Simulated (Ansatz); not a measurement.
Basis-set extrapolation for `C=CCSCC` (PBE0-D4/def2-TZVP geometry, frozen core, the Gaussian-basis code of Ansatz). Multiplicity 1, RHF reference.

```
                      def2-TZVPP   def2-QZVPP
                 HF  -592.753696  -592.774117
    MP2 correlation    -1.030508    -1.100003
CCSD(T) correlation    -1.142638      not run
```

Energies in hartree. Use E(X) = E(∞) + A·exp(−7.88·√X) for Hartree–Fock and E(X) = E(∞) + B·X^(−2.97) for correlation, with X = 3 and 4, and add CCSD(T) minus MP2 of the smaller set to the MP2 limit.

Question: What is the CCSD(T) energy at the basis-set limit?

Answer: HF limit: -592.774117 + (-0.020421) × 0.13774 = -592.77693. MP2 limit: -1.100003 + (-0.069495) × 0.74074 = -1.15148. Higher-order term: -1.142638 − (-1.030508) = -0.11213. Total: -594.04054 hartree, 90.5 kcal/mol below CCSD(T)/def2-TZVPP.
